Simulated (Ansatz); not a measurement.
## CH2, singlet: cost against accuracy

Geometry (MP2(full)/6-31G*, from the G2/97 set):

```xyz
3

C     0.0000    0.0000    0.1002
H     0.0000    0.8622   -0.5971
H     0.0000   -0.8622   -0.5971
```

Measured, as an electronic atomization energy: 180.8 kcal/mol (G2/97 heats of formation of molecule and atoms, with zero-point and thermal terms from B3LYP taken off; Curtiss et al., J. Chem. Phys. 106, 1063 (1997), Staroverov et al., J. Chem. Phys. 119, 12129 (2003)). The measured value holds scalar relativity and spin–orbit coupling, which all computed ones lack, and core correlation, which the wave-function levels lack. Atoms are taken at the same level; beside RHF, RMP2 and RCC rows they are unrestricted. The atoms' steps beyond CCSDT(Q) are taken from restricted open-shell runs, which share full CI's core. Ansatz 0.2.0; the 6-31G* set has Cartesian d functions; a miss is computed less measured; times are wall times on shared hosts and scatter by a factor of two or so.

```json
{"level": "full CI", "basis": "STO-3G", "miss (kcal/mol)": "-4.7", "time of the run": "0.06 s", "hardware": "1 CPU thread"}
{"level": "CISD", "basis": "STO-3G", "miss (kcal/mol)": "-6.5", "time of the run": "0.06 s", "hardware": "1 CPU thread"}
{"level": "CISD", "basis": "6-31G", "miss (kcal/mol)": "-38.9", "time of the run": "0.09 s", "hardware": "1 CPU thread"}
{"level": "RCCSD(T)", "basis": "STO-3G", "miss (kcal/mol)": "-4.9", "time of the run": "0.12 s", "hardware": "1 CPU thread"}
{"level": "RCCSD(T)", "basis": "6-31G", "miss (kcal/mol)": "-36.2", "time of the run": "0.12 s", "hardware": "1 CPU thread"}
{"level": "RHF", "basis": "6-31G*", "miss (kcal/mol)": "-58.5", "time of the run": "0.12 s", "hardware": "1 CPU thread"}
{"level": "BCCD(T)", "basis": "STO-3G", "miss (kcal/mol)": "-4.9", "time of the run": "0.15 s", "hardware": "1 CPU thread"}
{"level": "BCCD(T)", "basis": "6-31G", "miss (kcal/mol)": "-36.2", "time of the run": "0.15 s", "hardware": "1 CPU thread"}
{"level": "RCCSD(T)", "basis": "cc-pVDZ", "miss (kcal/mol)": "-15.6", "time of the run": "0.15 s", "hardware": "1 CPU thread"}
{"level": "RCCSD(T)", "basis": "6-31G*", "miss (kcal/mol)": "-24.5", "time of the run": "0.15 s", "hardware": "1 CPU thread"}
{"level": "CISD", "basis": "6-31G*", "miss (kcal/mol)": "-28.0", "time of the run": "0.15 s", "hardware": "1 CPU thread"}
{"level": "NEVPT2 (valence space)", "basis": "6-31G*", "miss (kcal/mol)": "-26.0", "time of the run": "0.18 s", "hardware": "1 CPU thread"}
{"level": "BCCD(T)", "basis": "6-31G*", "miss (kcal/mol)": "-24.5", "time of the run": "0.18 s", "hardware": "1 CPU thread"}
{"level": "BCCD(T)", "basis": "cc-pVDZ", "miss (kcal/mol)": "-15.6", "time of the run": "0.21 s", "hardware": "1 CPU thread"}
{"level": "RCCSDT(Q)", "basis": "STO-3G", "miss (kcal/mol)": "-4.8", "time of the run": "0.21 s", "hardware": "1 CPU thread"}
{"level": "RHF", "basis": "cc-pVTZ", "miss (kcal/mol)": "-54.6", "time of the run": "0.3 s", "hardware": "1 CPU thread"}
{"level": "CISDTQ", "basis": "6-31G", "miss (kcal/mol)": "-36.0", "time of the run": "0.39 s", "hardware": "1 CPU thread"}
{"level": "RCCSDTQ", "basis": "STO-3G", "miss (kcal/mol)": "-4.7", "time of the run": "0.39 s", "hardware": "1 CPU thread"}
{"level": "MRCISD+Q (valence space)", "basis": "6-31G", "miss (kcal/mol)": "-36.0", "time of the run": "0.42 s", "hardware": "1 CPU thread"}
{"level": "MRCISD+Q (valence space)", "basis": "6-31G*", "miss (kcal/mol)": "-24.9", "time of the run": "0.45 s", "hardware": "1 CPU thread"}
{"level": "CISDTQ", "basis": "6-31G*", "miss (kcal/mol)": "-24.3", "time of the run": "0.48 s", "hardware": "1 CPU thread"}
{"level": "BCCD(T)", "basis": "cc-pVTZ", "miss (kcal/mol)": "-4.4", "time of the run": "0.52 s", "hardware": "1 CPU thread"}
{"level": "MRCISD+Q (valence space)", "basis": "cc-pVDZ", "miss (kcal/mol)": "-16.0", "time of the run": "0.52 s", "hardware": "1 CPU thread"}
{"level": "RCCSDT(Q)", "basis": "cc-pVDZ", "miss (kcal/mol)": "-15.3", "time of the run": "0.55 s", "hardware": "1 CPU thread"}
{"level": "NEVPT2 (valence space)", "basis": "cc-pVTZ", "miss (kcal/mol)": "-10.3", "time of the run": "0.57 s", "hardware": "1 CPU thread"}
{"level": "full CI", "basis": "6-31G*", "miss (kcal/mol)": "-24.2", "time of the run": "0.69 s", "hardware": "1 CPU thread"}
{"level": "CISD", "basis": "cc-pVTZ", "miss (kcal/mol)": "-10.0", "time of the run": "0.88 s", "hardware": "1 CPU thread"}
{"level": "RCCSD(T)", "basis": "cc-pVTZ", "miss (kcal/mol)": "-4.5", "time of the run": "0.93 s (with forces)", "hardware": "1 CPU thread"}
{"level": "UHF", "basis": "cc-pVQZ", "miss (kcal/mol)": "-42.5", "time of the run": "0.94 s", "hardware": "1 CPU thread"}
{"level": "RHF", "basis": "cc-pVQZ", "miss (kcal/mol)": "-54.1", "time of the run": "0.94 s", "hardware": "1 CPU thread"}
{"level": "RCCSDTQ", "basis": "6-31G*", "miss (kcal/mol)": "-24.2", "time of the run": "1.4 s", "hardware": "1 CPU thread"}
{"level": "PBE", "basis": "cc-pVQZ", "miss (kcal/mol)": "4.9", "time of the run": "2.6 s", "hardware": "H100 + 2 CPU threads"}
{"level": "BCCD(T)", "basis": "cc-pVQZ", "miss (kcal/mol)": "-1.6", "time of the run": "3.2 s", "hardware": "1 CPU thread"}
{"level": "B3LYP", "basis": "cc-pVQZ", "miss (kcal/mol)": "4.9", "time of the run": "4.3 s", "hardware": "H100 + 2 CPU threads"}
{"level": "MRCISD+Q (valence space)", "basis": "cc-pVQZ", "miss (kcal/mol)": "-2.1", "time of the run": "4.3 s", "hardware": "H100 + 2 CPU threads"}
{"level": "RCCSDT(Q)", "basis": "cc-pVQZ", "miss (kcal/mol)": "-1.3", "time of the run": "4.7 s", "hardware": "H100 + 2 CPU threads"}
{"level": "MRCISD+Q (valence space)", "basis": "cc-pVTZ", "miss (kcal/mol)": "-4.9", "time of the run": "5.5 s", "hardware": "H100 + 2 CPU threads"}
{"level": "wB97X-V", "basis": "cc-pVQZ", "miss (kcal/mol)": "1.7", "time of the run": "6.5 s", "hardware": "H100 + 2 CPU threads"}
{"level": "RCCSDTQ", "basis": "cc-pVTZ", "miss (kcal/mol)": "-4.1", "time of the run": "8 s", "hardware": "H100 + 2 CPU threads"}
{"level": "full CI", "basis": "cc-pVTZ", "miss (kcal/mol)": "-4.1", "time of the run": "24 s", "hardware": "H100 + 2 CPU threads"}
```

HF's time is that of a plain UHF run.

Some unrestricted rows aren't spin-pure. Their determinants' ⟨S²⟩ reaches 0.72 in the UHF rows, 0.65 in the Kohn–Sham rows, against 0.00 for a pure state.

The smallest set from which on each level stays within 1 kcal/mol of its own cc-pVQZ value (sets in order of size: STO-3G, 6-31G, 6-31G*, cc-pVDZ, cc-pVTZ, cc-pVQZ): RHF cc-pVTZ; RMP2 none (cc-pVTZ is 3.2 kcal/mol off); RCCSD(T) none (cc-pVTZ is 2.8 kcal/mol off).
